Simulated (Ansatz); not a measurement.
**Si2HCl: single points off equilibrium**

How do the functionals fare away from a minimum? The structure is a structure displaced at random from a GFN2-xTB minimum.

The runs use Ansatz 0.2.0, Gaussian basis; single points in def2-TZVPP.

Correlated methods freeze the cores.

### Step 1. The system as given

SMILES `[SiH]#[Si]Cl`, 4 atoms, charge 0, spin multiplicity 1.

Atoms are counted from 1 here; the program's logs count them from 0.

Bond lengths: Si1–Si2 2.146 Å, Si1–H4 1.358 Å, Si2–Cl3 2.233 Å. Angles: Si2–Si1–H4 169.7°, Si1–Si2–Cl3 94.4°.

As a file:

```mol
ClHSi2
  3D, bonds by distance, orders not assigned

  4  3  0  0  0  0  0  0  0  0999 V2000
   -0.5855    0.0656   -0.7441 Si  0  0
    0.5615   -1.3613    0.3750 Si  0  0
    1.4434    0.1639    1.7466 Cl  0  0
   -1.2083    1.1331   -1.3059 H   0  0
  1  2  8  0
  1  4  8  0
  2  3  8  0
M  END
```

### Step 2. CCSD(T)/def2-TZVPP

Contents of run/in.yaml:

```yaml
crystal:
  periodic: [false, false, false]
  atoms:
    - {symbol: Si, position_ang: [-0.585500, 0.065600, -0.744100]}
    - {symbol: Si, position_ang: [0.561500, -1.361300, 0.375000]}
    - {symbol: Cl, position_ang: [1.443400, 0.163900, 1.746600]}
    - {symbol: H, position_ang: [-1.208300, 1.133100, -1.305900]}
basis:
  gaussian: {orbitals: def2-TZVPP}
correlation: {method: ccsd_t}
output: {forces: true}
```

No record of the launch command was kept for these runs.

### Step 3. PBE0-D4/def2-TZVPP

run/in.yaml: that of step 2 with these lines changed.

```diff
@@ -9,3 +9,3 @@
   gaussian: {orbitals: def2-TZVPP}
-correlation: {method: ccsd_t}
-output: {forces: true}
+hamiltonian: {xc: pbe0, dispersion: d4}
+output: {forces: true, orbitals: {seedname: orbitals}}
```

### Step 4. wB97M-V/def2-TZVPP

run/in.yaml: that of step 3 with these lines changed.

```diff
@@ -9,3 +9,3 @@
   gaussian: {orbitals: def2-TZVPP}
-hamiltonian: {xc: pbe0, dispersion: d4}
-output: {forces: true, orbitals: {seedname: orbitals}}
+hamiltonian: {xc: {name: wB97M-V}}
+output: {forces: true}
```

### Step 5. r2SCAN-D4/def2-TZVPP

run/in.yaml: that of step 4 with these lines changed.

```diff
@@ -9,3 +9,3 @@
   gaussian: {orbitals: def2-TZVPP}
-hamiltonian: {xc: {name: wB97M-V}}
+hamiltonian: {xc: r2scan, dispersion: d4}
 output: {forces: true}
```

### Step 6. PBE-D4/def2-TZVPP

run/in.yaml: that of step 5 with these lines changed.

```diff
@@ -9,3 +9,3 @@
   gaussian: {orbitals: def2-TZVPP}
-hamiltonian: {xc: r2scan, dispersion: d4}
+hamiltonian: {xc: pbe, dispersion: d4}
 output: {forces: true}
```

### Step 7. BLYP-D4/def2-TZVPP

run/in.yaml: that of step 6 with these lines changed.

```diff
@@ -9,3 +9,3 @@
   gaussian: {orbitals: def2-TZVPP}
-hamiltonian: {xc: pbe, dispersion: d4}
+hamiltonian: {xc: {name: BLYP}, dispersion: d4}
 output: {forces: true}
```

### Step 8. r2SCANh-D4/def2-TZVPP

run/in.yaml: that of step 7 with these lines changed.

```diff
@@ -9,3 +9,3 @@
   gaussian: {orbitals: def2-TZVPP}
-hamiltonian: {xc: {name: BLYP}, dispersion: d4}
+hamiltonian: {xc: {name: r2SCANh}, dispersion: d4}
 output: {forces: true}
```

(Steps that only read results are left out.)

**Question.** What will these runs give? Wanted: energy less free atoms, CCSD(T)/def2-TZVPP; RMS force component; RMS force error; HOMO and LUMO, PBE0-D4; T1 diagnostic.

As calculated:

| quantity | value |
| --- | --- |
| energy less free atoms, CCSD(T)/def2-TZVPP | -8.434 eV |
| RMS force component | 1.197 to 1.327 eV/Å over the methods |
| RMS force error | PBE0-D4 0.137, wB97M-V 0.108, r2SCAN-D4 0.122, PBE-D4 0.157, BLYP-D4 0.202, r2SCANh-D4 0.129 eV/Å |
| HOMO and LUMO, PBE0-D4 | -6.16 and -3.95 eV |
| T1 diagnostic | 0.022 |

Against CCSD(T) the functionals' energies less atoms differ by -0.857 to -0.432 eV, PBE-D4 by -0.857 eV. CCSD(T) in triple zeta still lacks some correlation energy of the bonds, so part of these gaps is its own basis error and they don't rank the functionals. For forces wB97M-V does best and BLYP-D4 worst. The restricted Hartree–Fock reference is unstable towards an unrestricted one at one or more of these structures.
